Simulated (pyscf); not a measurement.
Optimised with ωB97X-D3(BJ)/def2-SVP in PySCF. Correlated levels are frozen-core, on RHF or UHF. ΔMP2 is the change of the MP2 total energy from the triple- to the quadruple-zeta basis.

SMILES: C=C=C
```xyz
7

C      0.7219     0.1276     0.4395
C     -0.1770    -0.8106     0.6073
C     -1.0755    -1.7493     0.7746
H      1.0608     0.4108    -0.5628
H      1.1568     0.6521     1.2970
H     -0.7803    -2.7972     0.8951
H     -2.1440    -1.5098     0.7984
```
Charge 0, spin multiplicity 1.

Problem. List the bond dissociation enthalpies at 298 K of `[CH2]=[C]=[CH2]` from CCSD(T)/def2-TZVPP + ΔMP2(QZVPP), from the weakest bond up.

Solution. C–H to HC≡C–CH₂• + H•: 382.1 kJ/mol; C–H to •HC=C=CH₂ + H•: 382.1 kJ/mol. Ring and multiple bonds, and those that leave no two simple radicals, are not listed. The radicals are drawn with the spin at the cut bond; how far it spreads was not checked. Other isomers of •HC=C=CH₂, HC≡C–CH₂• were not searched in full and may lie lower. The CCSD(T) − MP2 part came from Ansatz, without density fitting, on the same reference. A UHF reference is spin-contaminated (<S²> up to 0.98), which harms MP2 most.
